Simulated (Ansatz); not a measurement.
# CH2O2: structure from calculated spectroscopic constants

These gas-phase data were calculated for one isomer of CH2O2 at r2SCAN-D4/def2-SVP (harmonic, unscaled wavenumbers; equilibrium rotational constants with average atomic masses):

* rotational constants: 77.23, 12.09, 10.45 GHz
* all wavenumbers above 1500 cm⁻¹: 3716, 3034, 1865
* dipole moment: 1.56 D (PBE0/def2-TZVPD)

Candidates:

(1) `O=CO`, a singlet
(2) `O[C]O`, a singlet

Task: Assign the data to one candidate and say why.

Result: Candidate (1). The band at 3034 cm⁻¹ lies where the C–H stretch is expected; (2) has no mode between 2750 and 3290 cm⁻¹.

The same quantities for all candidates:

```tsv
	rotational constants (GHz)	wavenumbers above 1500 cm⁻¹	dipole (D)	E above the lowest, r2SCAN-D4/def2-SVP (kcal/mol)
(1)	77.23, 12.09, 10.45	3716, 3034, 1865	1.56	0.0
(2)	74.26, 12.55, 10.73	3816, 3454	2.48	46.1
```

Each candidate is one conformer. Programs: Ansatz 0.2.0.
